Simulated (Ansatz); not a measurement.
**CHSi (quartet): the correlation ladder at distance C2–H3 = 3.752 Å, 6-31G**

Aim: climb from Hartree-Fock through coupled cluster and multireference methods for CHSi (quartet) at one geometry and basis, and see what each rung misses.

The runs use Ansatz 0.2.0, Gaussian basis; 6-31G, core rule «outside noble gas», up to 6 orbitals frozen.

To be run: UHF; CCSD(T) on ROHF; CCSD(T) on UHF; BCCD(T) on ROHF; CISD; CCSDT(Q) on ROHF; CCSDT(Q) on UHF; CCSDTQ on ROHF; CASSCF and MRCISD+Q, 5 electrons in 5 orbitals; CASSCF and NEVPT2, 5 electrons in 5 orbitals; CASSCF and MRCISD+Q, 9 electrons in 9 orbitals; CASSCF and NEVPT4(SD), 9 electrons in 9 orbitals; CASSCF and NEVPT2, 9 electrons in 9 orbitals; Full CI.

18 further runs of the same task are left out: 2 for a mislabelled method, 13 that didn't finish, 3 set aside as unsound or not needed.

## Step 1: The geometry

The geometry derives from a PBE0/def2-TZVP stationary point (not a proven minimum). One bond is set to the value named and the two fragments are kept rigid.

3 atoms, charge 0, spin multiplicity 4.

Atoms are counted from 1 here; the program's logs count them from 0.

Bond lengths: Si1–C2 1.893 Å.

Coordinates:

```xyz
3

Si    0.00000   -0.01105    0.66562
C     0.00000   -0.17063   -1.22017
H     0.00000    2.34120   -4.00732
```

## Step 2: UHF

File in.yaml:

```yaml
crystal:
  periodic: [false, false, false]
  atoms:
    - {symbol: Si, position_ang: [0.000000, -0.011053, 0.665618]}
    - {symbol: C, position_ang: [0.000000, -0.170629, -1.220169]}
    - {symbol: H, position_ang: [0.000000, 2.341204, -4.007318]}
basis:
  gaussian: {orbitals: 6-31G}
magnetization: {spin_polarized: true, initial_magnetization: 3}
hamiltonian: {xc: hf}
output: {orbitals: {seedname: orbitals}}
```

Command:

```
$ ansatz run in.yaml --threads 1 --pin off --events-out ev --progress --plain --max-ram 2393MiB
```

After this run come: CCSD(T) on ROHF; CCSD(T) on UHF; BCCD(T) on ROHF; CISD; CCSDT(Q) on ROHF; CCSDT(Q) on UHF; CCSDTQ on ROHF; CASSCF and MRCISD+Q, 5 electrons in 5 orbitals; CASSCF and NEVPT2, 5 electrons in 5 orbitals; CASSCF and MRCISD+Q, 9 electrons in 9 orbitals; CASSCF and NEVPT4(SD), 9 electrons in 9 orbitals; CASSCF and NEVPT2, 9 electrons in 9 orbitals; Full CI.

Q: Predict the results of all the runs planned. Wanted: FCI below the RHF energy; RMP2 from FCI; UMP2 from FCI; RCCSD from FCI; RCCSD(T) from FCI; UCCSD(T) from FCI; RCCSDT(Q) from FCI; UCCSDT(Q) from FCI; NEVPT2 pair from FCI.

As calculated:

```
                         quantity                                                                    value
         FCI below the RHF energy                                                               -4.1768 eV
                    RMP2 from FCI                                                              +1048.7 meV
                    UMP2 from FCI                                                              +1280.4 meV
                   RCCSD from FCI                                                               +253.3 meV
                RCCSD(T) from FCI                                                                +78.7 meV
                UCCSD(T) from FCI                                                                +95.1 meV
               RCCSDT(Q) from FCI                                                                 +8.2 meV
               UCCSDT(Q) from FCI                                                                +13.5 meV
             NEVPT2 pair from FCI                                                               +937.2 meV
           MRCISD+Q pair from FCI                                                               +145.2 meV
          NEVPT2 valence from FCI                                                               +296.8 meV
levels within 1 kcal/mol (43 meV)  UCCSDT, RCCSDT(Q), UCCSDT(Q), RCCSDTQ, MRCISD valence, MRCISD+Q valence
                    T1 diagnostic                                                                    0.070
   effectively unpaired electrons                                                                     3.29
```

**Reading.** RCCSD(T) misses by +78.7 meV, 1.9 % of the correlation energy. The occupations show some static correlation. Of the multireference levels listed MRCISD+Q valence comes nearest in total energy (+11.2 meV), which doesn't show that its space is the better one. These misses are within one basis, not against nature; the frozen cores of restricted and unrestricted runs differ, which can shift their rows.
